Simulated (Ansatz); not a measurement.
HF, triplet: the ladder up to full CI

Geometry: that of the HF, singlet, kept fixed. The singlet lies 10.2 eV lower here.

```xyz
2

F     0.0000    0.0000    0.0000
H     0.0000    0.0000    0.9200
```

Basis cc-pVDZ; Ansatz 0.2.0. Correlated methods freeze the noble-gas cores, which leaves 8 electrons in 18 orbitals. Prefix R: restricted or restricted open-shell reference; prefix U: unrestricted. Active spaces: valence = (8e, 5o) chosen from the atoms' valence shells.

Full CI is exact within this basis and frozen core; it isn't the basis-set limit. The frozen core follows each run's orbitals, which can shift R against U totals by a few meV.

For open shells CISD and CISDTQ are restricted-active-space CI with the open shells as a complete middle space.

```
UHF ⟨S²⟩                          : 2.003
T1 diagnostic (RCCSD)             : 0.0096
largest doubles amplitude (RCCSD) : 0.044
T1 diagnostic (UCCSD)             : 0.0053
```

```tsv
level	E − E(full CI) (kcal/mol)	share of correlation (%)	wall time
RHF	107.41	0.00	–
UHF	104.52	2.70	–
RMP2	8.73	91.87	–
UMP2	8.96	91.66	–
CISD	3.30	96.92	0.51 s
RCCSD	1.14	98.94	–
UCCSD	1.09	98.98	–
RCCSD(T)	0.15	99.86	0.42 s
UCCSD(T)	0.13	99.88	0.42 s
BCCD(T)	0.15	99.86	0.45 s
RCCSDT	0.07	99.94	–
UCCSDT	0.05	99.96	–
CISDTQ	0.05	99.96	2.3 s
RCCSDT(Q)	0.00	100.00	2.6 s
UCCSDT(Q)	-0.02	100.01	2.3 s
RCCSDTQ	0.00	100.00	17 s
UCCSDTQ	-0.02	100.02	17 s
CASSCF (valence space)	107.41	0.00	–
NEVPT2 (valence space)	19.09	82.23	0.12 s
MRCISD (valence space)	3.54	96.70	–
MRCISD+Q (valence space)	0.17	99.84	0.33 s
MRCISD+Q(relaxed) (valence space)	0.09	99.92	0.39 s
```

The correlation energy at full CI, counted from RHF, is -4.658 eV. That run took 10 s on 1 thread of Arm Neoverse V1, shared host over 2,340,800 determinants.

Times hold each run's SCF and search for its determinant on a shared host, so for small cases they say little of a method's own cost; they ran on 1 thread of Arm Neoverse V1. Some runs computed forces too.

The full-CI state has the irrep B2 of C2v, in the program's axes (one component, if the state is degenerate).

Natural occupations of full CI about the gap: 1.987 1.980 1.977 0.998 0.996 0.014 0.013 0.007 0.006 0.004; effectively unpaired electrons, Σ n²(2−n)², 2.01.
